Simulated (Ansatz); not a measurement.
# BNH (doublet): the correlation ladder at distance B1–N2 = 1.098 Å, 6-31G

Aim: climb from Hartree-Fock through coupled cluster and multireference methods for BNH (doublet) at one geometry and basis, and see what each rung misses.

Program: Ansatz 0.2.0, Gaussian basis. Level of theory: 6-31G, core rule «outside noble gas», up to 2 orbitals frozen. These are calculated values, not measurements.

Plan: UHF; CCSD(T) on ROHF; CCSD(T) on UHF; BCCD(T) on ROHF; CISD; CCSDT(Q) on ROHF; CCSDT(Q) on UHF; CISDTQ; CCSDTQ on ROHF; CASSCF and MRCISD+Q, 3 electrons in 3 orbitals; CASSCF and NEVPT2, 3 electrons in 3 orbitals; CASSCF and MRCISD+Q, 9 electrons in 9 orbitals; CASSCF and NEVPT2, 9 electrons in 9 orbitals; Full CI.

24 further runs of the same task are left out: 5 for a known fault of the program, 16 that didn't finish, 3 set aside as unsound or not needed.

## Step 1: What is computed

The geometry derives from a PBE0/def2-TZVP stationary point (not a proven minimum). One bond is set to the value named and the two fragments are kept rigid.

3 atoms, charge 0, spin multiplicity 2.

Atoms are counted from 1 here; the program's logs count them from 0.

Bond lengths: B1–N2 1.098 Å, N2–H3 0.993 Å. Angles: B1–N2–H3 180.0°.

## Step 2: UHF

in.yaml

```yaml
crystal:
  periodic: [false, false, false]
  atoms:
    - {symbol: B, position_ang: [0.000000, 0.000000, 1.062880]}
    - {symbol: N, position_ang: [0.000000, 0.000000, -0.035120]}
    - {symbol: H, position_ang: [0.000000, 0.000000, -1.027759]}
basis:
  gaussian: {orbitals: 6-31G}
magnetization: {spin_polarized: true, initial_magnetization: 1}
hamiltonian: {xc: hf}
output: {orbitals: {seedname: orbitals}}
```

Launch:

```console
$ ansatz run in.yaml --threads 1 --pin off --events-out ev --progress --plain --max-ram 2393MiB
```

The runs that follow: CCSD(T) on ROHF; CCSD(T) on UHF; BCCD(T) on ROHF; CISD; CCSDT(Q) on ROHF; CCSDT(Q) on UHF; CISDTQ; CCSDTQ on ROHF; CASSCF and MRCISD+Q, 3 electrons in 3 orbitals; CASSCF and NEVPT2, 3 electrons in 3 orbitals; CASSCF and MRCISD+Q, 9 electrons in 9 orbitals; CASSCF and NEVPT2, 9 electrons in 9 orbitals; Full CI.

Q: Predict the results of all the runs planned. Wanted: FCI below the RHF energy; RMP2 from FCI; UMP2 from FCI; RCCSD from FCI; RCCSD(T) from FCI; UCCSD(T) from FCI; RCCSDT(Q) from FCI; UCCSDT(Q) from FCI; NEVPT2 pair from FCI.

The runs gave:

| quantity | value |
| --- | --- |
| FCI below the RHF energy | -4.4017 eV |
| RMP2 from FCI | +474.7 meV |
| UMP2 from FCI | +465.1 meV |
| RCCSD from FCI | +137.8 meV |
| RCCSD(T) from FCI | +22.1 meV |
| UCCSD(T) from FCI | +24.6 meV |
| RCCSDT(Q) from FCI | -0.8 meV |
| UCCSDT(Q) from FCI | -1.9 meV |
| NEVPT2 pair from FCI | +341.4 meV |
| MRCISD+Q pair from FCI | +59.4 meV |
| NEVPT2 valence from FCI | +329.4 meV |
| levels within 1 kcal/mol (43 meV) | RCCSD(T), UCCSD(T), BCCD(T), RCCSDT, UCCSDT, CISDTQ, RCCSDT(Q), UCCSDT(Q), RCCSDTQ, MRCISD+Q valence |
| T1 diagnostic | 0.026 |
| effectively unpaired electrons | 1.05 |

In words: RCCSD(T) lands +22.1 meV from the yardstick (0.5 % of the correlation energy). One determinant dominates. Of the multireference levels listed MRCISD+Q valence comes nearest in total energy (+27.1 meV), which doesn't show that its space is the better one. These misses are within one basis, not against nature; the frozen cores of restricted and unrestricted runs differ, which can shift their rows.
